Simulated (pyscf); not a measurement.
Structures and frequencies: ωB97X-D3(BJ)/def2-SVP in PySCF.

Estimate the classical barrier height and the reaction energy of Cl–B(Cl)–Cl (SMILES ClB(Cl)Cl) + HF (SMILES F) -> HCl (SMILES Cl) + F–B(Cl)–Cl (SMILES FB(Cl)Cl) at r²SCAN/def2-TZVP. The step runs on the singlet surface, breaks B–Cl, F–H and forms Cl–H, B–F; take the separated reactants as zero.

ΔE‡ = 11.9 kcal/mol, ΔE = -15.4 kcal/mol. CCSD(T)/def2-TZVPP + ΔMP2(QZVPP) gives 18.7 kcal/mol and -13.5 kcal/mol. Zero-point energy shifts the barrier by -0.7 kcal/mol. It is a four-centre exchange, with an imaginary mode of 973i cm⁻¹. One saddle was located; it need not be the lowest between these sides. The CCSD(T) − MP2 part came from Ansatz, without density fitting, on the same reference.
